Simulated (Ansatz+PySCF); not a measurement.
Results of a calculation; reference values are marked as such.
Input for PySCF 2.14.0:

```python
from pyscf import gto, scf

mol = gto.M(atom="""
S 0.000000 0.000000 -0.341620
O 0.000000 1.150400 0.341620
O 0.000000 -1.150400 0.341620
""", basis='def2-svp', charge=0, spin=0)
mf = scf.RHF(mol)
mf.init_guess = '1e'
mf.kernel()
while True:  # follow internal instabilities
    mo, _, stable, _ = mf.stability(return_status=True)
    if stable: break
    mf.kernel(mf.make_rdm1(mo, mf.mo_occ))
print(mf.converged, mf.e_tot, mf.spin_square()[0])
```

The script is written out from the run's settings.

Output:

```yaml
Converged: yes
Total_energy: -546.90539 hartree
Spin_squared_of_the_determinant: 0.000
```
